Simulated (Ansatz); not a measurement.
CHF₂N (`N=C(F)F`). The species carries charge 0 and has multiplicity 1. The structure was optimised at the PBE0-D4/def2-TZVP level. It is one conformer, not always the lowest.

```xyz
5

N     0.063    0.527    0.835
C     0.183   -0.213   -0.148
F     1.217   -0.984   -0.344
F    -0.655   -0.377   -1.153
H    -0.808    1.047    0.810
```

Problem. What is the dipole moment at r2SCAN/def2-TZVPP? (Estimate.)

Solution. The calculation gave: 1.45 D, with components (-1.26, 0.37, -0.61) D in this frame, pointing from negative to positive charge.

Problem. And with PBE, B3LYP, ωB97M-V? (An estimate is asked.)

Solution. Ansatz gave: PBE 1.42 D, B3LYP 1.47 D, ωB97M-V 1.48 D.

Problem. Give the Mulliken charges with r2SCAN, PBE, ωB97M-V in def2-TZVPP. (Best estimate.)

Solution. Computed: 
```json
{"atom": "N1", "r2SCAN": "-0.29", "PBE": "-0.23", "ωB97M-V": "-0.23"}
{"atom": "C2", "r2SCAN": "0.41", "PBE": "0.27", "ωB97M-V": "0.38"}
{"atom": "F3", "r2SCAN": "-0.14", "PBE": "-0.10", "ωB97M-V": "-0.14"}
{"atom": "F4", "r2SCAN": "-0.16", "PBE": "-0.12", "ωB97M-V": "-0.15"}
{"atom": "H5", "r2SCAN": "0.18", "PBE": "0.18", "ωB97M-V": "0.14"}
```

B3LYP here is the variant with VWN-RPA as its local correlation; programs differ in this.
